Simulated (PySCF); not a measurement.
Reproducing measurements on acetonitrile

**Experimental background.**

NIST CCCBDB Release 22 (SRD 101), experimental dipoles lists, for the gas: dipole moment (microwave Stark effect, vibrational ground state) 3.919 ± 0.002 D.

From NIST CCCBDB Release 22 (SRD 101), experimental polarizabilities, for the gas: mean polarisability 4.28 Å³.

The runs below try to reproduce these values; the comparison stands at the end.

Species: acetonitrile, C2H3N.
SMILES with atom numbers: `[CH3:1][C:2]#[N:3]` (hydrogens: H4, H5, H6 on C1)

Cartesian coordinates in Å at the GFN2-xTB level; atoms count from 1:
```
atom  x, y, z in Å
C1    -0.487    0.003    0.002
C2     0.950   -0.004   -0.014
N3     2.092   -0.009   -0.027
H4    -0.863   -0.629   -0.802
H5    -0.842   -0.379    0.959
H6    -0.848    1.020   -0.139
```

The PySCF runs (gas phase, on this GFN2-xTB geometry; no spin–orbit coupling):

```json
{"level": "CAM-B3LYP/def2-SVPD", "job": "8 singlets by full TDDFT, 3 Tamm–Dancoff triplets, polarisability", "basis functions": "84", "wall time": "2.4 s"}
```

Hardware: an Arm Neoverse V2 with one thread, no GPU, on a shared host.

**Comparison with experiment**

**Dipole moment.** Measured: 3.919 D (NIST CCCBDB Release 22 (SRD 101), experimental dipoles).

```csv
level,computed (D),computed − measured (D),% (from the printed values)
CAM-B3LYP/def2-SVPD,4.031,+0.112,+3
```

The computed dipoles belong to one fixed geometry; measured ones are averaged over vibrations unless marked μe. Magnitudes are compared, not signs.

**Mean polarisability.** Measured: 4.28 Å³ (NIST CCCBDB Release 22 (SRD 101), experimental polarizabilities).

```tsv
level	computed (Å³)	computed − measured (Å³)	% (from the printed values)
CAM-B3LYP/def2-SVPD	4.20	-0.08	-2
```

The computed values are static and purely electronic, with core orbitals frozen in the response (1 au = 0.148185 Å³). The table of measured values doesn't say here whether a value is static or optical, or holds a vibrational part.

No measured geometry was used, and the causes of the misses weren't examined.
